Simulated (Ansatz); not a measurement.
# hcp Re

All values below come from HSE06 (Ansatz, a first-principles code, PAW).

Run with plane-wave cutoff 500 eV, 6×6×1 k mesh (along the axes of the cell as run), Fermi–Dirac smearing 0.1 eV, scalar-relativistic PAW data made under PBE.

Cell: relaxed with r²SCAN.

| Item | Value |
|---|---|
| surface energy of the (11-20) face | 3.34 J/m² |
| work function of the (11-20) face | 4.54 eV |

Note: exact exchange on metals is sensitive to the k mesh and can open a false gap; the run warned that the count of filled bands differs between k points.

The slab of 16 atoms is relaxed and unreconstructed.

Spin–orbit coupling is not included.

Static lattice: no zero-point or thermal effects.

Computing time: roughly 4 core-hours.
